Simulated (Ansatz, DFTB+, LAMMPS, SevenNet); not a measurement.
## Ladder of methods for the equilibrium lattice constant a of hcp Be

Reference value: 2.286 Å (measured, 293 K, not corrected to a static lattice, our sources range from 2.286 to 2.290; as tabulated in Wikipedia's data pages).

| level (code) | value (Å) | difference (%) |
|---|---|---|
| Lennard-Jones uff-vdw (LAMMPS) | 2.667 | +16.7 |
| GFN1-xTB as cut by DFTB+ | 2.547 | +11.4 |
| SevenNet-l3i5 | 2.253 | -1.44 |
| LDA (Ansatz) | 2.228 | -2.54 |
| PBE (Ansatz) | 2.264 | -0.96 |
| PBEsol (Ansatz) | 2.257 | -1.27 |
| PBE-D3(BJ) (Ansatz) | 2.214 | -3.15 |
| rVV10 (Ansatz) | 2.251 | -1.53 |
| r²SCAN (Ansatz) | 2.264 | -0.96 |
| HSE06 (Ansatz) | 2.257 | -1.27 |
| PBE0 (Ansatz) | 2.256 | -1.31 |
| Hartree–Fock (Ansatz) | 2.314 | +1.22 |

Leaving aside Lennard-Jones uff-vdw (doubt noted below): The reference is not for a static lattice or low temperature, so close values are not ranked against it. Off by more than 2.50 %, or 3.50 % on the side where a correction would as a rule narrow the miss (bounds picked here): GFN1-xTB as cut by DFTB+ (+11.4 %).

The reference isn't brought to a static lattice, while the calculations are for one, so the differences are not the levels' errors alone.  Lennard-Jones uff-vdw, GFN1-xTB as cut by DFTB+: the cell moved over 20 % in volume from its start. Lennard-Jones uff-vdw: this is a force field's van der Waals term alone, without bonds or charges. GFN1-xTB as cut by DFTB+: the method was fitted mainly to molecules. GFN1-xTB as cut by DFTB+: codes differ in how they cut the long-range tail of xTB's charge interaction in a crystal, so the value belongs to this code. Cutoffs and k meshes differ between the levels. Ansatz's density-functional and Hartree–Fock values are scalar-relativistic unless marked +SOC, with PAW data made under PBE.

Machine-learned potentials (SevenNet-l3i5) are trained on DFT data: a solid inside that data is no test of them.

Differences are worked out from the printed values.

Ansatz is a program for electronic structure.
